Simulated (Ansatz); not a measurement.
# ClSi2: the cost of one run

Program: Ansatz 0.2.0, Gaussian basis. Level of theory: def2-TZVPP, core rule «outside noble gas», up to 15 orbitals frozen. These are calculated values, not measurements.

To be run: UHF; ROHF; CCSD(T) on UHF.

## Step 1: The geometry

The geometry is a PBE0/def2-TZVP stationary point (not a proven minimum) of the parent state, kept for this charge and spin.

3 atoms, charge 1, spin multiplicity 5.

Atoms are counted from 1 here; the program's logs count them from 0.

Bond lengths: Cl1–Si2 2.077 Å, Si2–Si3 2.325 Å. Angles: Cl1–Si2–Si3 112.0°.

Geometry (Å):

```xyz
3

Cl    0.0000   -0.3697    1.6350
Si    0.0000    0.8499   -0.0466
Si    0.0000   -0.3832   -2.0174
```

## Step 2: UHF

in.yaml

```yaml
crystal:
  periodic: [false, false, false]
  atoms:
    - {symbol: Cl, position_ang: [0.000000, -0.369686, 1.635032]}
    - {symbol: Si, position_ang: [0.000000, 0.849888, -0.046560]}
    - {symbol: Si, position_ang: [0.000000, -0.383225, -2.017380]}
basis:
  gaussian: {orbitals: def2-TZVPP}
total_charge: 1
magnetization: {spin_polarized: true, initial_magnetization: 4}
hamiltonian: {xc: hf}
output: {orbitals: {seedname: orbitals}}
```

Run with:

```bash
$ ansatz run in.yaml --threads 1 --pin off --events-out ev --progress --plain --max-ram 4096MiB --backend cpu
```

**Question.** How long does this run take on 1 thread of AMD EPYC 7R13, shared host, and how much memory does it need?

About 8.5 s, with a peak of 0.4 GiB.
